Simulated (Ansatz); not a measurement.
# CHAlO: the cost of one run

The runs use Ansatz 0.2.0, Gaussian basis; def2-QZVPP, all electrons in the functionals.

The runs, in order: PBE, BLYP, r2SCAN, B97M-V, PBE0, B3LYP, at charge 0, triplet; charge 0, singlet; charge 0, quintet; charge 1, doublet; charge 1, quartet.

2 further runs of the same task are left out: 2 set aside as unsound or not needed.

## Step 1: The system

The geometry is a PBE0/def2-TZVP stationary point (not a proven minimum).

4 atoms, charge 0, spin multiplicity 3.

Atoms are counted from 1 here; the program's logs count them from 0.

Bond lengths: Al1–C2 1.926 Å, Al1–H4 1.582 Å, C2–O3 1.150 Å. Angles: C2–Al1–H4 114.0°, Al1–C2–O3 172.0°.

No dispersion term is added; B97M-V holds VV10 nonlocal correlation. B3LYP takes the VWN-RPA correlation.

The geometry shown and the zero of energy belong to the point charge 0, triplet. The yardstick, UCCSD(T), and other wave-function levels (R restricted, U unrestricted, valence and pair active spaces) come from earlier runs.

## Step 2: PBE, charge 0, triplet

The input, in.yaml:

```yaml
crystal:
  periodic: [false, false, false]
  atoms:
    - {symbol: Al, position_ang: [0.000000, -0.106146, 1.272497]}
    - {symbol: C, position_ang: [0.000000, 0.083663, -0.643702]}
    - {symbol: O, position_ang: [0.000000, 0.036255, -1.792225]}
    - {symbol: H, position_ang: [0.000000, 1.269000, 2.055591]}
basis:
  gaussian: {orbitals: "def2-QZVPP.json"}
magnetization: {spin_polarized: true, initial_magnetization: 2}
hamiltonian: {xc: {name: PBE}}
output: {orbitals: {seedname: orbitals}}
```

Launch:

```console
$ ansatz run in.yaml --threads 1 --pin off --events-out ev --progress --plain --max-ram 2393MiB
```

**Question.** How long does this run take on 1 thread of Arm Neoverse V2, shared host?

About 5 s.
